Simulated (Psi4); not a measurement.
**UDSD-PBEP86/def2-SVPD (density fitting for correlation) run of C3H3 (SMILES [CH]1C=C1)**

What is the vertical electron affinity of C3H3 at UDSD-PBEP86/def2-SVPD (density fitting for correlation)? 

Program for the calculation: Psi4 1.11.

## (1) The molecule

C3H3: 6 atoms, total charge 0, spin state doublet. As SMILES, `[CH]1C=C1`. Geometry: relaxed at PBE0-D4/def2-TZVP.

Bond lengths: C1–C2 1.451 Å, C1–C3 1.451 Å, C2–C3 1.307 Å, C1–H4 1.090 Å, C2–H5 1.077 Å, C3–H6 1.077 Å. Angles: C1–C2–C3 63.2°, C2–C1–C3 53.5°, C1–C3–C2 63.2°, C1–C2–H5 148.3°, C3–C2–H5 148.5°, C2–C1–H4 129.6°, C3–C1–H4 129.6°, C1–C3–H6 148.3°, C2–C3–H6 148.5°.

## (2) The energy at UDSD-PBEP86/def2-SVPD (density fitting for correlation)

calc.in

```
memory 2.2 GB

molecule {
  0 2
  C     -1.27085972    -0.96651932    -0.73551920
  C      1.07629351     0.44727928    -0.84897836
  C      0.29201938    -0.22793877     1.39359743
  H     -3.18269564    -0.37894678    -1.22726373
  H      2.48578354     1.37511591    -1.98772732
  H      0.59944002    -0.24900921     3.40587229
  units bohr
  symmetry c1
  no_reorient
  no_com
}

set basis def2-SVPD
set reference uks
set puream true
set e_convergence 1e-09
set d_convergence 1e-08
set scf_type pk
set dft_radial_points 99
set dft_spherical_points 590
set num_frozen_docc 3
set maxiter 100

energy_value, wavefunction = energy('dsd-pbep86', return_wfn=True)
```

Command:

```console
$ psi4 -i calc.in -o calc.out -n 1
```

calc.out:

```text
[...]
  Running in c1 symmetry.
[...]
  Nuclear repulsion =   58.270541796810235
[...]
  Multiplicity = 2
[...]
  Nalpha       = 11
  Nbeta        = 10
[...]
    Number of basis functions: 84
[...]
   @UKS iter   1:  -115.34163477291702   -3.68061e-01   4.01138e-03 DIIS/ADIIS
[...]
   @UKS iter  13:  -115.41124324681817   -7.58860e-12   8.72322e-09 DIIS
[...]
   @S^2 Observed:                7.575787431E-01
[...]
    Orbital Energies [Eh]
    ---------------------
    Alpha Occupied:
       1A    -10.899812     2A    -10.898066     3A    -10.884886
       4A     -1.089604     5A     -0.733649     6A     -0.711442
       7A     -0.636196     8A     -0.508457     9A     -0.440216
      10A     -0.415093    11A     -0.248980
    Alpha Virtual:
      12A      0.071935    13A      0.084270    14A      0.098021
      15A      0.111320    16A      0.179927    17A      0.201453
      18A      0.221260    19A      0.224135    20A      0.227464
      21A      0.269271    22A      0.282588    23A      0.298878
      24A      0.310963    25A      0.315317    26A      0.333780
[...]
  @UKS Final Energy:  -115.41124324681817
   => Energetics <=
    Nuclear Repulsion Energy =             58.2705417968102353
    One-Electron Energy =                -269.3365424286902226
    Two-Electron Energy =                 100.5791573510766739
    DFT Exchange-Correlation Energy =      -4.9243999660148408
    Empirical Dispersion Energy =           0.0000000000000000
    VV10 Nonlocal Energy =                  0.0000000000000000
    Total Energy =                       -115.4112432468181737
[...]
 Multipole Moments:
 ------------------------------------------------------------------------------------
     Multipole            Electronic (a.u.)      Nuclear  (a.u.)        Total (a.u.)
 ------------------------------------------------------------------------------------
 L = 1.  Multiply by 2.5417464519 to convert [e a0] to [Debye]
 Dipole X            :         -0.2166619            0.4872469            0.2705850
 Dipole Y            :          4.1579941           -3.7359129            0.4220811
 Dipole Z            :          1.1762196           -0.9545195            0.2217000
 Magnitude           :                                                    0.5481967
[...]
```

Run time: 23 s. Hardware: 1 thread of Intel Xeon Platinum 8259CL at 2.50GHz (Skylake/Cascade Lake), shared host; peak memory 1.1 GiB.

## (3) The singlet anion

run.py

```python
import psi4

psi4.set_memory(2200000000)
psi4.set_num_threads(1)
psi4.core.set_output_file('c3h3.out', False)

mol = psi4.geometry("""
-1 1
C     -0.672510    -0.511460    -0.389220
C      0.569550     0.236690    -0.449260
C      0.154530    -0.120620     0.737460
H     -1.684210    -0.200530    -0.649440
H      1.315420     0.727680    -1.051860
H      0.317210    -0.131770     1.802310
symmetry c1
no_reorient
no_com
""")

psi4.set_options({
    'reference': 'rks',
    'puream': True,
    'e_convergence': 1e-09,
    'd_convergence': 1e-08,
    'scf_type': 'pk',
    'dft_radial_points': 99,
    'dft_spherical_points': 590,
    'num_frozen_docc': 3,
})

e, wfn = psi4.energy('dsd-pbep86/def2-SVPD', molecule=mol, return_wfn=True)
print(f'dsd-pbep86/def2-SVPD energy: {e:.10f} Eh')
```

Command:

```console
$ python run.py
```

c3h3.out:

```text
[...]
  Running in c1 symmetry.
[...]
  Nuclear repulsion =   58.270541790479662
[...]
  Multiplicity = 1
[...]
  Nalpha       = 11
  Nbeta        = 11
[...]
    Number of basis functions: 84
[...]
   @RKS iter   1:  -115.09372865351122   -1.20155e-01   7.25346e-03 ADIIS/DIIS
[...]
   @RKS iter  15:  -115.33142001692283   -1.71951e-11   9.00297e-09 DIIS
[...]
    Orbital Energies [Eh]
    ---------------------
    Doubly Occupied:
       1A    -10.656756     2A    -10.655062     3A    -10.574003
       4A     -0.825809     5A     -0.481569     6A     -0.471443
       7A     -0.376784     8A     -0.233701     9A     -0.175512
      10A     -0.149777    11A      0.074781
[...]
  @RKS Final Energy:  -115.33142001692283
   => Energetics <=
    Nuclear Repulsion Energy =             58.2705417904796619
    One-Electron Energy =                -274.5755516905888953
    Two-Electron Energy =                 105.9698793591293793
    DFT Exchange-Correlation Energy =      -4.9962894759429766
    Empirical Dispersion Energy =           0.0000000000000000
    VV10 Nonlocal Energy =                  0.0000000000000000
    Total Energy =                       -115.3314200169228343
[...]
 Multipole Moments:
 ------------------------------------------------------------------------------------
     Multipole            Electronic (a.u.)      Nuclear  (a.u.)        Total (a.u.)
 ------------------------------------------------------------------------------------
 L = 1.  Multiply by 2.5417464519 to convert [e a0] to [Debye]
 Dipole X            :          0.4105068            0.4872470            0.8977538
 Dipole Y            :          5.1033173           -3.7359130            1.3674043
 Dipole Z            :          1.6801693           -0.9545196            0.7256497
 Magnitude           :                                                    1.7895038
[...]
```

On the terminal:

```text
dsd-pbep86/def2-SVPD energy: -115.5604875877 Eh
```

Wall time 18 s (1 thread of Intel Xeon Platinum 8259CL at 2.50GHz (Skylake/Cascade Lake), shared host); peak memory 1.1 GiB.

## (4) Results

Level: UDSD-PBEP86/def2-SVPD (density fitting for correlation), 3 core orbitals frozen.

```
                                                              quantity          value
                                            doublet C3H3: total energy  -115.61508 Eh
doublet C3H3: HOMO energy (SCF part's orbitals) (highest over α and β)       -6.78 eV
 doublet C3H3: LUMO energy (SCF part's orbitals) (lowest over α and β)        1.96 eV
                                                    doublet C3H3: ⟨S²⟩          0.758
                                           singlet anion: total energy  -115.56049 Eh
                      singlet anion: HOMO energy (SCF part's orbitals)        2.03 eV
                      singlet anion: LUMO energy (SCF part's orbitals)        6.41 eV
  singlet anion: HOMO–LUMO gap (to an unbound level, set by the basis)        4.38 eV
                     vertical electron affinity (to the singlet anion)      -1.486 eV
```

What this shows: The anion lies 1.49 eV (143 kJ/mol) above the neutral: the electron isn't bound at this level, and such a value depends on the basis. The HOMO (singlet anion) lies at positive energy, 2.03 eV; only total energies tell whether the electron is bound.
